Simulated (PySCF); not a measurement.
# C6H8 (Bicyclo[3.1.0]hex-2-ene): the cost of one run

Computed with PySCF 2.14.0, with density-fitted response routines of our own, on a single molecule in the gas phase. Atoms are numbered from 0 throughout.

## (1) Starting geometry

14 atoms, charge 0, multiplicity 1; geometry from: MMFF94s. The atoms were then displaced at random by about 0.03 Å, so the start is not that level's minimum.

Bonds of the start (Å): C0–C1 1.39, C1–C2 1.44, C2–C3 1.63, C3–C4 1.58, C4–C5 1.51, C5–C0 1.40, C4–C2 1.55, C0–H6 1.09, C1–H7 1.07, C2–H8 1.04, C3–H9 0.97, C3–H10 1.15, C4–H11 1.05, C5–H12 1.12, C5–H13 1.11.

## (2) Relaxing the molecule at PBE0-D3(BJ)/def2-SVP

Job settings and geometry (Å):

```
{"job": {"xc": "PBE0", "basis": "def2-SVP", "d3": "d3bj", "grid": 1, "shake": 0.03, "kind": "geom"}, "charge": 0, "multiplicity": 1}
C     -1.441250    -0.450380     0.268410
C     -1.139210     0.876430    -0.002620
C      0.215050     1.002990    -0.460650
C      1.497860     0.630760     0.476440
C      0.788110    -0.435830    -0.455470
C     -0.356100    -1.296610     0.012380
H     -2.453310    -0.689560     0.587310
H     -1.723840     1.767730     0.090010
H      0.472670     1.641110    -1.243870
H      2.383080     0.981980     0.280520
H      1.173870     0.551290     1.577740
H      1.377760    -0.780000    -1.248260
H     -0.680490    -2.000550    -0.794340
H     -0.133630    -1.843170     0.955620
```

Run with:

```console
$ OMP_NUM_THREADS=1 python probes_run.py task.json out
```

One launch serves the whole session: the jobs run in the order shown.

Q: Estimate the wall time and peak memory of this first job on 1 thread of Arm Neoverse N1, shared host.

About 89 s, with a peak of 0.49 GiB.
